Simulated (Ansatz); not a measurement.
System: CHO, charge 1, singlet. CHO+ (parent SMILES [CH]=O, singlet).
B3LYP-D3(BJ)/def2-TZVP minimum from Ansatz (a quantum-chemistry and plane-wave program):
```xyz
3

C      0.0000     0.0000    -0.5143
O      0.0000     0.0000     0.5871
H      0.0000     0.0000    -1.6107
```
Charge +1, spin multiplicity 1.

Hartree-Fock and MP2 correlation energies in hartree (Ansatz). UHF or UKS for unpaired electrons; spin-orbit terms are left out. Cores are frozen in correlated methods. No relativity.

```csv
basis,X,E(HF),"E(corr, MP2)"
cc-pVTZ,3,-113.01112,-0.36318
cc-pVQZ,4,-113.01959,-0.38809
cc-pV5Z,5,-113.02142,withheld
```

### Question
Fit E(corr) = E∞ + A/X³ to X = 3 and 4, predict X = 5, and compare with the run.

### Answer
A = (-0.36318 - (-0.38809))/(1/27 - 1/64) = 1.1634; E∞ = -0.38809 - A/64 = -0.40627; at X = 5, E∞ + A/125 = -0.39696. The run gave -0.39815, 1.19 mEh below the prediction. The same form on X = 4 and 5 gives E∞ = -0.40870, 2.44 mEh below the first estimate.
